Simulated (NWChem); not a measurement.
System: dimethyl sulfide (C2H6S); SMILES S(C)C

Program: NWChem. Pople sets run with spherical d functions. The geometry was optimised at PBE0/def2-SVP. Computed dipoles belong to the equilibrium geometry; the measured one is vibrationally averaged.

Measured dipole moment: 1.50 D (NIST CCCBDB, as tabulated in the package chemicals).

```
level              dipole moment (D)  computed − measured
-----------------  -----------------  -------------------
B3LYP/STO-3G                    0.80                -0.70
B3LYP/3-21G                     1.78                +0.28
B3LYP/6-31G*                    1.68                +0.18
B3LYP/6-31+G*                   1.71                +0.21
B3LYP/def2-SVP                  1.43                -0.07
B3LYP/def2-SVPD                 1.61                +0.11
B3LYP/def2-TZVP                 1.51                +0.01
B3LYP/6-311++G**                1.65                +0.15
B3LYP/aug-cc-pVTZ               1.56                +0.06
```
